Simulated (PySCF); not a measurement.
Gas-phase reaction: Si2O2 = 2 Si + O2

Computed with PySCF and rigid-rotor harmonic-oscillator thermochemistry at 1 bar. † marks an energy on the PBE0/def2-TZVP geometry and frequencies; other levels use their own. CCSD(T) freezes the core. Open shells (unrestricted): Si (multiplicity 3), O2 (multiplicity 3); the rest are closed-shell singlets. Spin-orbit splitting is ignored; it lowers the true energy and changes the entropy of Si. Si2O2: computed as isolated molecules; such fragments, hydroxides, amides, oligomers or adducts are transient or little studied in the gas. CCSD(T) isn't extrapolated to the basis-set limit.

ωB97M-V/def2-TZVP† gives ΔH°(298 K) = 1333 kJ.

**Question.** What do PBE0/def2-SVP†, PBE0/def2-TZVP, CCSD(T)/def2-SVP† give?

**Answer.** PBE0/def2-SVP†: 1176 kJ; PBE0/def2-TZVP: 1250 kJ; CCSD(T)/def2-SVP†: 1146 kJ. For scale, ΔH°(298 K) is 1333 kJ at this level, 1298 kJ at ωB97X-V/def2-TZVP†, and runs from 974 to 1597 kJ over the 20 levels computed.
